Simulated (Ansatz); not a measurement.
in.yaml

```yaml
crystal:
  periodic: [false, false, false]
  atoms:
    - {symbol: Al, position_ang: [0.021196, -0.164958, 1.307045]}
    - {symbol: Al, position_ang: [0.021196, 0.142050, -1.309733]}
    - {symbol: H, position_ang: [0.021196, 1.132444, 2.281172]}
    - {symbol: H, position_ang: [-1.156012, -0.519213, -2.209226]}
basis:
  gaussian: {orbitals: 6-31G}
magnetization: {spin_polarized: false}
correlation: {method: bccd_t, electrons: outside_noble_gas}
accuracy: high
scf: {lower_state_search: off}
```

```sh
$ ansatz run in.yaml --threads 1 --pin off --events-out ev --progress --plain --max-ram 2393MiB
```

(1) Roughly how long does this take on 1 thread of Intel Xeon Platinum 8488C, shared host, and how much host memory?

```
these checks for a lower state are left out or cut short: stability, starts, cluster_reference, orbital_swaps, neighbouring_geometries, increment
650 factors; integrals over basis functions are off by at most 3.6e-9 eV
mean field evaluation 1: about -13193.1179 eV, gradient 7.2e0 eV
mean field evaluation 2: about -13193.1205 eV, gradient 7.3e0 eV
mean field evaluation 4: about -13193.5837 eV, gradient 5.7e-1 eV
mean field evaluation 8: about -13193.5891 eV, gradient 1.2e-3 eV
mean field -13193.58906362 eV, -484.8554551523 hartree, gradient 1.5e-8 eV, S^2 0.000000; 0 other end points of the search recorded, 0 dependent functions left out
10 core orbitals not correlated: weight in the atoms' cores, before any rotation towards them, 1.000 or more for the frozen orbitals, at most 0.000 for the correlated occupied ones
reference -13193.58906362 eV, -484.8554551523 hartree; 4, 4 occupied and 16, 16 virtual orbitals, 650 factors
second order -1.85129152 eV of doubles, -0.00000000 eV of singles
cycle   1  -2.37711201 eV  change   -5.3e-1 eV  update   9.5e-2
cycle   2  -2.72245854 eV  change   -3.5e-1 eV  update   5.1e-2
cycle   3  -2.72224360 eV  change    2.1e-4 eV  update   1.7e-2
cycle   4  -2.72503745 eV  change   -2.8e-3 eV  update   7.9e-3
cycle   5  -2.72528076 eV  change   -2.4e-4 eV  update   3.9e-3
cycle   6  -2.72236496 eV  change    2.9e-3 eV  update   1.6e-3
...
cycle  22  -2.72364393 eV  change    3.4e-7 eV  update   3.1e-7
cycle  23  -2.72364383 eV  change    1.0e-7 eV  update   1.9e-7
cycle  24  -2.72364364 eV  change    1.9e-7 eV  update   1.1e-7
cycle  25  -2.72364364 eV  change   -1.8e-9 eV  update   4.8e-8
cycle  26  -2.72364366 eV  change   -2.1e-8 eV  update   3.4e-8
cycle  27  -2.72364365 eV  change    1.1e-8 eV  update   2.0e-8
cycle  28  -2.72364365 eV  change    2.7e-9 eV  update   1.0e-8
cycle  29  -2.72364364 eV  change    2.0e-9 eV  update   4.2e-9
cycle  30  -2.72364364 eV  change    1.0e-9 eV  update   1.5e-9
cycle  31  -2.72364364 eV  change   2.0e-11 eV  update  5.7e-10
perturbative correction -0.08286636 eV, -0.0030452824 hartree
Total energy: -13196.39557362 eV, -484.9585924924 hartree
Checks for a lower state left out: stability, starts, cluster_reference, orbital_swaps, neighbouring_geometries, increment
```

Results:

(1) 0.54 s wall and 0.19 GiB.
